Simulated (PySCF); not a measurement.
Frontier orbitals and the lowest excitations

Compound: sulfur difluoride, SF2.
Geometry (PBE0-D3(BJ)/def2-SVP, Å), atoms numbered from 1 in this order:
```xyz
3
SF2 angstrom
F     -1.2270   -0.3560    0.0000
S     -0.0047    0.6952    0.0000
F      1.2317   -0.3393    0.0000
```

Level of theory: TDDFT wB97X-D/def2-SVPD, vertical, gas phase, core orbitals frozen in the response (PySCF 2.14.0, density-fitted response routines).

Kohn–Sham orbitals with the atoms that hold most of them (Löwdin shares over 4%, at most four atoms; ? is withheld):

```json
{"orbital": "HOMO-3", "ε (eV)": "-15.33", "atoms": "F1 48%, F3 48%, S2 4%"}
{"orbital": "HOMO-2", "ε (eV)": "-14.93", "atoms": "F3 49%, F1 49%"}
{"orbital": "HOMO-1", "ε (eV)": "-14.39", "atoms": "S2 36%, F1 32%, F3 32%"}
{"orbital": "HOMO", "ε (eV)": "-9.50", "atoms": "?"}
{"orbital": "LUMO", "ε (eV)": "-0.20", "atoms": "?"}
{"orbital": "LUMO+1", "ε (eV)": "0.59", "atoms": "S2 65%, F1 17%, F3 17%"}
{"orbital": "LUMO+2", "ε (eV)": "2.32", "atoms": "S2 88%, F1 6%, F3 6%"}
```

Task: Give the leading atoms of the LUMO.

Result: S2 (bonded to 2 F) 70%; F3 (bonded to S) 15%; F1 (bonded to S) 15%. By element: sulfur 70%, fluorine 30%.

Task: Which atoms hold the HOMO, and with what shares?

Result: S2 (bonded to 2 F) 69%; F1 (bonded to S) 15%; F3 (bonded to S) 15%. By element: sulfur 69%, fluorine 31%.

Task: How does S1 compare with the orbital gap of 9.30 eV?

Result: S1 is at 3.47 eV (f = 0.0000), 5.83 eV below the gap, made of HOMO→LUMO (98%). Without the coupling terms of the response equations the lowest excitation would equal the gap.

Task: One configuration dominates each of S1, S2, S7 and S8. Which, and how do the shares of the two leading atoms of either orbital change from the occupied to the empty one?

Result: 
- S1 (3.47 eV, f 0.0000), HOMO→LUMO (98%): S2 69% → 70%, F1 15% → 15%, F3 15% → 15%
- S2 (4.69 eV, f 0.0034), HOMO→LUMO+1 (97%): S2 69% → 65%, F1 15% → 17%
- S7 (9.07 eV, f 0.038), HOMO-1→LUMO (71%): S2 36% → 70%, F1 32% → 15%, F3 32% → 15%
- S8 (9.14 eV, f 0.0056), HOMO-2→LUMO (96%): F3 49% → 15%, F1 49% → 15%, S2 at most 3% → 70%
